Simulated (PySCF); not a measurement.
# The bond of C₂+, level by level

The task here is to estimate one member of a computed series from the others.

Method: C cc-pVDZ, no relativity; program: PySCF 2.14.0.

Set-up of the first run:

Settings of the job:

```
atoms                         : C, C
charge                        : 1
basis                         : C cc-pVDZ
Hamiltonian                   : no relativity
basis functions               : 28
electrons treated             : 11
masses in u                   : 12.0000, 12.0000
levels                        : PBE0, PBE, r²SCAN, B3LYP, TPSSh, MN15, HF, MP2, SCS-MP2, CCSD, CCSD(T)
grid                          : 80 radial by 434 angular points
occupations                   : held fixed by the projection of orbital angular momentum
dissociation limit            : C+ + C, each in its ground configuration
starting distance in angstrom : 1.520
values of 2S to try           : 1, 3
```

The run is started by

```bash
> OMP_NUM_THREADS=1 python dia.py task.json out
```

Among the steps run: Input; First curve: PBE0; Excited determinants; PBE; r²SCAN (meta-GGA); B3LYP (global hybrid GGA); TPSSh (hybrid meta-GGA); MN15; UHF (mean field); MP2 and coupled cluster.

One table of the session follows, with a row left open; its other results are not shown here.

Energy (eV) from each level's lowest point:

```
R (Å)    UHF  UHF-MP2  UHF-SCS-MP2  UHF-CCSD  UHF-CCSD(T)
1.215  1.008    1.331        1.217       n/a          n/a
1.272  0.395    0.609        0.522     0.626        0.671
1.328  0.085    0.200        0.144     0.213        0.240
1.371  0.000    0.049        0.019     0.056        0.069
1.413      ?        ?            ?         ?            ?
1.455  0.095    0.030        0.063     0.022        0.009
1.512  0.291    0.163        0.245     0.141        0.111
1.583  0.628    0.431        0.582     0.389        0.339
1.667  1.107    0.833        1.079     0.768        0.694
1.780  1.799    1.417        1.808       n/a          n/a
```

**Question.** Estimate the row for R (Å) = 1.413.

Worked estimate for «UHF». A straight line through the neighbours (1.371, 0.000) and (1.455, 0.095) gives 0.000 + (0.095 − 0.000) × (1.413 − 1.371) / (1.455 − 1.371) = 0.048; a parabola fitted to 4 rows on both sides gives 0.014.

The run gave: UHF: 0.011; UHF-MP2: 0.000; UHF-SCS-MP2: 0.000; UHF-CCSD: 0.000; UHF-CCSD(T): 0.000. In «UHF» the line misses by +0.037 and the parabola by +0.003.
